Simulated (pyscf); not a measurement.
PySCF, gas phase, ωB97X-D3(BJ)/def2-SVP geometries.

Task: Estimate the classical barrier height and the reaction energy of HO–Hf(F)(F)–F + NH₃ -> H₂O + H₂N–Hf(F)(F)–F at ωB97M-D3(BJ)/def2-TZVP. The step runs on the singlet surface, breaks Hf–O, H–N and forms H–O, Hf–N; take the separated reactants as zero.

Result: ΔE‡ = 7.2 kcal/mol, ΔE = +17.4 kcal/mol. Zero-point energy shifts the barrier by -0.4 kcal/mol. It is a four-centre exchange, with an imaginary mode of 765i cm⁻¹. On the reactant side the descent ends in an adduct with a Hf–N contact, 26.5 kcal/mol under the separated species and 31.0 kcal/mol under the saddle at ωB97X-D3(BJ)/def2-TZVP. On the product side the descent ends in an adduct with a Hf–O contact (not fully relaxed), 20.2 kcal/mol under the separated species and 8.1 kcal/mol under the saddle at ωB97X-D3(BJ)/def2-TZVP. At ωB97M-D3(BJ) the saddle lies under the separated products, which points to a path from their complex (located at ωB97X-D3(BJ) alone), and parting the products costs more than the saddle. What is counted as formed (Hf–N) is already present as a longer contact in the reactant adduct; forming that adduct is a step of its own. What is counted as broken (Hf–O) persists as a longer contact in the product adduct; parting that adduct is a step of its own. At ωB97X-D3(BJ)/def2-TZVP the barrier from the zero used here is 4.5 kcal/mol. One saddle was located; it need not be the lowest between these sides. Elements past Kr carry the def2 core potentials, without spin-orbit coupling.
